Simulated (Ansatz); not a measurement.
1T (CdI2-type) CdI₂, treated with PBE0-D4 in Ansatz (plane waves, PAW).

Settings: plane-wave cutoff 520 eV, 6×6×4 k mesh (along the axes of the cell as run), scalar-relativistic PAW data made under PBE.

Cell (relaxed at this level):

```
CELL_PARAMETERS angstrom
      4.21679     0.00000     0.00000
     -2.10840     3.65185     0.00000
      0.00000     0.00000     6.79189
ATOMIC_POSITIONS crystal
  Cd 0.00000 0.00000 0.00000
  I  0.33333 0.66667 0.25185
  I  0.66667 0.33333 0.74815
```

Question: Predict the elastic constant C13, elastic constant C12, Voigt–Reuss–Hill shear modulus (Hill average), elastic constant C33, elastic constant C11, elastic constant C44 and elastic constant C66.

Answer: 
elastic constant C13: 9.38 GPa
elastic constant C12: 17.4 GPa
Voigt–Reuss–Hill shear modulus (Hill average): 9.77 GPa
elastic constant C33: 23.7 GPa
elastic constant C11: 46.4 GPa
elastic constant C44: 6.14 GPa
elastic constant C66: 14.5 GPa

Note: the dispersion coefficients are held fixed in the derivatives.

Elastic constants are with the ions relaxed.

Spin–orbit coupling is not included.

Computed values are for the static lattice.

It cost roughly 6 core-hours of CPU time.

Ansatz is a first-principles code.
